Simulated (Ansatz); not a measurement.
Method: Ansatz, DFT, PBE, plane waves (420 eV) with PAW, scalar-relativistic.

An element in the bcc structure gives this curve. The cell is scaled uniformly from the relaxed one, with fractional coordinates and shape fixed. Energies are extrapolated to zero smearing, pressures are those at the given smearing. Magnetic state: spin not included.

```tsv
V (Å³/atom)	E − E₀ (meV/atom)	P (GPa)
16.122	189.1	31.12
16.855	77.4	18.64
17.588	17.4	8.37
18.321	0.0	-0.14
19.054	18.1	-7.20
19.787	65.6	-13.04
20.519	137.5	-17.85
```

(1) Which element is it?
A. lithium
B. tantalum
C. aluminium
D. selenium

Results:

(1) B. Its fit is V₀ = 18.29 Å³/atom, B₀ = 194 GPa, B₀′ = 3.6.
